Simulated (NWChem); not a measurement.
All runs are NWChem calculations. System: CH3O, charge 0, spin multiplicity 4, at the geometry of a parent with another charge or spin, in a state set for the comparison that need not be this species' ground state. Its SCF solution wasn't tested for a lower state. Level: UB2PLYP/def2-TZVP, 2 core orbitals frozen.

Output (cleaned and shortened):

```
             Northwest Computational Chemistry Package (NWChem) 7.3.0
             --------------------------------------------------------

                                NWChem Input Module
                                -------------------

 Scaling coordinates for geometry "geometry" by  1.889725989
 (inverse scale =  0.529177249)

                             Geometry "geometry" -> ""
                             -------------------------

 Output coordinates in angstroms (scale by  1.889725989 to convert to a.u.)

  No.       Tag          Charge          X              Y              Z
 ---- ---------------- ---------- -------------- -------------- --------------
    1 C                    6.0000    -0.62890900     0.23846200     0.12343300
    2 O                    8.0000     0.58942200    -0.33029100    -0.08311900
    3 H                    1.0000    -1.46623000    -0.44293700    -0.04123300
    4 H                    1.0000    -0.75285300     1.31367100    -0.05054300
    5 H                    1.0000     1.27715700     0.34082000     0.01612700

 Effective nuclear repulsion energy (a.u.)      35.2691828554

            Nuclear Dipole moment (a.u.)
            ----------------------------
        X                 Y               Z
 ---------------- ---------------- ----------------
    -0.0000075589    -0.0000037795    -0.0000056692


 Summary of "ao basis" -> "" (spherical)
 ------------------------------------------------------------------------------
       Tag                 Description            Shells   Functions and Types
 ---------------- ------------------------------  ------  ---------------------
 *                         def2-tzvp                  on all atoms

  dft_input: which_mp2 not specified, using semidirect MP2 by default.

                                 NWChem DFT Module
                                 -----------------

 Summary of "ao basis" -> "ao basis" (spherical)
 ------------------------------------------------------------------------------
       Tag                 Description            Shells   Functions and Types
 ---------------- ------------------------------  ------  ---------------------
 C                         def2-tzvp                11       31   5s3p2d1f
 O                         def2-tzvp                11       31   5s3p2d1f
 H                         def2-tzvp                 4        6   3s1p

 Summary of "ao basis" -> "ao basis" (spherical)
[...]
     L   x y z        total         alpha         beta         nuclear
     -   - - -        -----         -----         ----         -------
     0   0 0 0     -0.000000    -10.000000     -7.000000     17.000000

     1   1 0 0     -1.413409     -1.842648      0.429247     -0.000008
     1   0 1 0     -0.435359     -0.692125      0.256769     -0.000004
     1   0 0 1     -0.091989     -0.335961      0.243977     -0.000006

     2   2 0 0    -13.723035    -30.510251    -17.138801     33.926017
     2   1 1 0     -1.966727      2.531444      3.935056     -8.433228
     2   1 0 1      0.139138      1.608735      1.167995     -2.637591
     2   0 2 0    -11.228159    -14.361924     -8.479353     11.613119
     2   0 1 1     -0.318840     -0.879457     -0.702094      1.262712
     2   0 0 2    -11.350369     -8.861193     -3.029119      0.539942

                   NWChem MP2 Semi-direct Energy/Gradient Module
                   ---------------------------------------------

  Basis functions       =     80
  Molecular orbitals    =     80
  Frozen core           =      2
  Frozen virtuals       =      0
  Active alpha occupied =      8
  Active beta occupied  =      5
  Active alpha virtual  =     70
  Active beta virtual   =     73
  Use MO symmetry       = F
  Use skeleton AO sym   = F

  AO/Fock/Back tols     =   1.0D-09  1.0D-09  1.0D-09

 GA uses MA = F    GA memory limited = T

 Available:
  local mem=  4.43D+07
 global mem=  1.44D+08
 local disk=  0.00D+00
  mp2_memr nvloc                    70
  nvloc new                    70
   1 passes of   8:        5242880                      41044                   6176175.
   1 passes of   8: M     44322918           G      144166400           F      39080038.

 Semi-direct pass number   1 of   1  for UHF alpha       at       12.8s
  vrange nnbf                  3238
  mp2_eaftype                    23  avail_ma_in_mb                   386
 EAF : mp2_eaftype filesize          23    3088087.
  mp2_eaf for mointskh                     23
Node 0 wrote     14.5 Mb in      0.0 s     Agg I/O rate:  1431.3 Mb/s
 Done moints_semi at       14.5s
  mp2_eaftype                    23  avail_ma_in_mb                   386
 EAF : mp2_eaftype filesize          23    3088087.
  mp2_eaf for kh                    23
 Done maket at       14.7s
 Done multipass loop at       14.7s

 GA uses MA = F    GA memory limited = T

 Available:
  local mem=  4.43D+07
 global mem=  1.44D+08
 local disk=  0.00D+00
  mp2_memr nvloc                    73
  nvloc new                    73
   1 passes of   5:        5242880                      31298                   4029381.
   1 passes of   5: M     44322918           G      144166400           F      39080038.

 Semi-direct pass number   1 of   1  for UHF beta        at       14.7s
  vrange nnbf                  3238
  mp2_eaftype                    15  avail_ma_in_mb                   386
 EAF : mp2_eaftype filesize          15    2014690.
  mp2_eaf for mointskh                     15
Node 0 wrote      9.5 Mb in      0.0 s     Agg I/O rate:   959.4 Mb/s
 Done moints_semi at       16.3s
  mp2_eaftype                    15  avail_ma_in_mb                   386
 EAF : mp2_eaftype filesize          15    2014690.
  mp2_eaf for kh                    15
 Done maket at       16.4s
 Done multipass loop at       16.4s

          -------------------------------------------
          DFT energy                    -114.589438055699
          Unscaled MP2 energy             -0.396476331550
          Total DFT+MP2 energy          -114.696486665217
          -------------------------------------------

 -----------------------
 Performance information
 -----------------------

 Timer overhead =  1.37D-07 seconds/call

               Nr. of calls         CPU time (s)                 Wall time (s)                GFlops
             ---------------    -------------------     ------------------------------   -------------------
Name         Min   Avg   Max    Min     Avg     Max     Min     Avg     Max   Mx/calls   Min     Max     Sum
mp2: moin     2     2     2    3.3     3.3     3.3      3.3     3.3     3.3     1.6      0.0     0.0     0.0
mp2: make     2     2     2   0.22    0.22    0.22     0.22    0.22    0.22    0.11      0.0     0.0     0.0
mp2: tota     1     1     1    3.6     3.6     3.6      3.6     3.6     3.6     3.6      0.0     0.0     0.0

 The average no. of pstat calls per process was 5.00D+00
 with a timing overhead of 6.84D-07s

 Task  times  cpu:       16.3s     wall:       16.3s

 Total times  cpu:       16.4s     wall:       16.4s
```

**Question.** Write an NWChem input that would produce this output.

**Answer.** This is not unique; one that fits is 
```
start mol
memory heap 200 mb stack 900 mb global 1100 mb
geometry units angstroms nocenter noautoz noautosym
  C     -0.628909     0.238462     0.123433
  O      0.589422    -0.330291    -0.083119
  H     -1.466230    -0.442937    -0.041233
  H     -0.752853     1.313671    -0.050543
  H      1.277157     0.340820     0.016127
end
basis spherical
  * library def2-tzvp
end
dft
  xc hfexch 0.53 becke88 0.47 lyp 0.73 mp2 0.27
  dftmp2
  odft
  mult 4
  semidirect memsize 60000000 filesize 0
  iterations 100
end
mp2
  freeze core 2
end
task dft energy
```
